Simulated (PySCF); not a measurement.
Mass spectrum arithmetic for `CN=P(C)(C)C`

Species: `CN=P(C)(C)C`.

Calculated from tabulated atomic weights, isotope masses and abundances; no fragmentation.

Q: What are the average molar mass and the monoisotopic mass?

A: For C4H12NP, with standard atomic weights, 4 × 12.011 + 1 × 14.007 + 1 × 30.974 + 12 × 1.008 = 105.121 g/mol. From the most abundant isotopes (12C, 14N, 31P, 1H), 4 × 12.000000 + 1 × 14.003074 + 1 × 30.973762 + 12 × 1.007825 = 105.0707 u.

Q: What cluster does the molecular ion M+• show when like nominal masses merge?

A: 
```tsv
nominal mass	m/z (centroid)	relative intensity
105	105.0702	100.0
106	106.0731	4.8
```

Lines under 0.1 % of the tallest are left out. One electron mass, 0.00055 u, is taken off. Abundances used (%; other tables differ somewhat): 12C 98.93, 13C 1.07; 14N 99.632, 15N 0.368; 1H 99.9885, 2H 0.0115.

Q: What resolving power m/Δm just matches the spacing of the species with one 15N and with one 13C?

A: They lie 0.00632 u apart at mass 106.07, so m/Δm is about 17000.

Q: What share of all molecules is the monoisotopic species?

A: 0.9893^4 × 0.99632 × 1 × 0.999885^12 = 95.30 %.

Q: Which singly substituted isotopologues are there?

A: Intensity in % of the monoisotopic species:

| isotope | mass shift (u) | m/z | intensity (%) |
| --- | --- | --- | --- |
| 15N | +0.99703 | 106.0672 | 0.37 |
| 13C | +1.00335 | 106.0735 | 4.33 |
| 2H | +1.00628 | 106.0765 | 0.14 |

Species under 0.02 % are left out.

Q: Count the protons, neutrons and electrons of the monoisotopic species, and give its exact less its nominal mass.

A: 58 protons, 47 neutrons and 58 electrons; 105.0707 − 105 = +0.0707 u.
